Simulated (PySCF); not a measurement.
## Bond length, frequency and bond energy of MgP⁺ by level of theory

State: ³Σ⁻ (triplet), unpaired electrons π ↑↑. Set-up: basis Mg pcseg-1, P pcseg-1; no relativity; PySCF 2.14. De refers to Mg⁺ + P in their high-spin ground configurations, without counterpoise correction. The functionals are run spin-unrestricted. A positive dipole points towards P; it is taken about the centre of mass and depends on that origin. Levels whose curve was spin-contaminated or gave no clean fit are not listed.

```tsv
Level	Re (Å)	ωe (cm⁻¹)	De (eV)	μ (D)
ROHF	2.505	347	-0.227	-8.51
ROHF-MP2	2.512	339	0.52	n/a
ROHF-SCS-MP2	2.528	328	0.59	n/a
ROHF-CCSD	2.584	283	0.74	n/a
ROHF-CCSD(T)	2.594	276	0.83	n/a
PBE	2.519	321	1.45	-6.84
revPBE	2.535	315	1.35	-6.99
r²SCAN	2.516	314	1.17	-7.26
TPSSh	2.505	332	1.33	-7.48
PBE0	2.505	325	1.22	-7.27
```

The bond length runs from 2.505 Å (TPSSh) to 2.594 Å (ROHF-CCSD(T)). De spans -0.23 eV (ROHF, mean field) to 1.45 eV (PBE, GGA). Correlation at CCSD(T) changes the Hartree–Fock bond energy by +1.06 eV; the triples alone change it by +0.09 eV.

Correlated steps freeze 6 core orbitals. Correlated levels converge slowly with the basis: in double zeta they bind strong bonds too weakly, by up to about 1 eV, and carry superposition errors of some tenths. For an ion De counts to the pair picked by the measured ionisation energies or electron affinities, which need not be the lowest pair at this level. The CCSD T1 diagnostic is raised, a sign that a single reference may not be enough here. UHF is strongly spin-contaminated for MgP⁺, so the ROHF reference used there is far from stable. A negative De means that the minimum lies above the separated atoms at that level. The state was picked by a PBE0 search and need not be the measured ground state.
